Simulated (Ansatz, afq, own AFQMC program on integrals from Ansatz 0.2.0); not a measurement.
Two steps: Ansatz 0.2.0 writes the Fock matrix and Cholesky factors of the valence space, and afq projects on them the lowest state that overlaps trial and start.

```yaml
crystal:
  periodic: [false, false, false]
  atoms:
    - {symbol: Sb, position_ang: [0.000000, 0.000000, 0.000000]}
basis:
  gaussian: {orbitals: def2-TZVP}
magnetization: {spin_polarized: true, initial_magnetization: 5}
correlation: {method: ccsd_t, electrons: outside_noble_gas, hamiltonian_folder: ham}
```

```sh
$ ansatz run in.yaml --threads 1 --pin off --events-out ev --progress --plain --max-ram 24576MiB --backend cuda --devices 0, --max-vram 18GiB
```

afq runs on the folder ham with

```
--method phaseless --trial cisd --walkers 4000 --populations 20 --least-time 60 --time-step 0.005 --steps-per-block 50 --equilibration-blocks 28 --max-blocks 4000 --target-error 0.00014 --factor-cut 1e-05 --start spin_pure --seed 6665 --release-times 0.24,0.51,0.99,1.62,2.4 --release-step 0.03 --release-every 3 --taylor-order 6
```

Times are imaginary, in 1/Eh. The walk had a cap of 124 s. With eight or more populations the least sampling time is a fifth of least-time, and the error comes from their spread. Filled inner d shells are frozen with the cores. Core potentials past Kr, no spin–orbit coupling.

afq prints:

```
orbitals 41  electrons 5 0  factors 308 of 321
reference energy -238.81515164 Eh
CCSD correlation -0.02457200 Eh in 8 cycles, weight of the determinant in the CISD state 0.9812
energy of the start -238.839722 Eh
 block  time / (1/Eh)  mean weight  energy / Eh
     1     0.250  1.0000  -238.839739
     2     0.500  1.0000  -238.839802
     3     0.750  1.0000  -238.839874
     4     1.000  0.9999  -238.839953
     5     1.250  1.0000  -238.839987
    10     2.500  1.0000  -238.840106
    15     3.750  1.0001  -238.840158
    20     5.000  1.0001  -238.840168
    25     6.250  1.0001  -238.840184
    30     7.500  1.0000  -238.840131
    35     8.750  0.9999  -238.840149
    40    10.000  1.0001  -238.840117
    45    11.250  1.0000  -238.840119
    50    12.500  1.0000  -238.840180
    55    13.750  1.0001  -238.840145
    57    14.250  1.0001  -238.840111
    60    15.000  1.0000  -238.840191
    65    16.250  1.0001  -238.840158
    70    17.500  0.9999  -238.840195
    75    18.750  0.9998  -238.840156
    78    19.500  1.0001  -238.840156
error from the spread of 20 populations
released: time / (1/Eh)  energy / Eh  error  mean overlap
  0.24  -238.840160  0.000007  0.9990
  0.51  -238.840161  0.000007  0.9981
  0.99  -238.840168  0.000006  0.9971
  1.62  -238.840161  0.000010  0.9962
  2.40  -238.840174  0.000005  0.9954
energy -238.840149 +/- 0.000007 Eh
(rows thinned)
```

The run passed its tests (sampling time, drift between the halves within three errors, error under three times the target), which doesn't prove that it has relaxed.

Against this walk (error 0.2 meV) on the same determinant: CCSD(T) 2.1 meV higher, CCSDT(Q) 0.8 meV lower, CCSDTQ 0.8 meV lower, full CI 0.8 meV lower. The error is statistical and leaves out the bias of the constraint. Released to 2.40 1/Eh the energy lies 0.67 ± 0.24 meV (both errors) below the phaseless value, which shows part or all of the bias of the constraint, and full CI lies 0.1 meV below the released value.

Cautions: constraint bias not in the error; no spin-orbit coupling; inner d shell frozen; another spin lies lower (by 13.96 eV).

The walk took 30 s on 1 × NVIDIA H100 80GB HBM3 with 2 threads of AMD EPYC 7R13 Processor (Zen 3), with other jobs on the host (the card was shared). The log's last line is the phaseless energy.

CCSDT and higher add their correlation energy to the determinant of the CCSD(T) run, since their own runs factorise the integrals more tightly (a shift of under 2 meV). A walk keeps the symmetry of its determinant, which the program's search chose and which needn't be the lowest solution, so a lower state of the same spin and another symmetry isn't excluded.
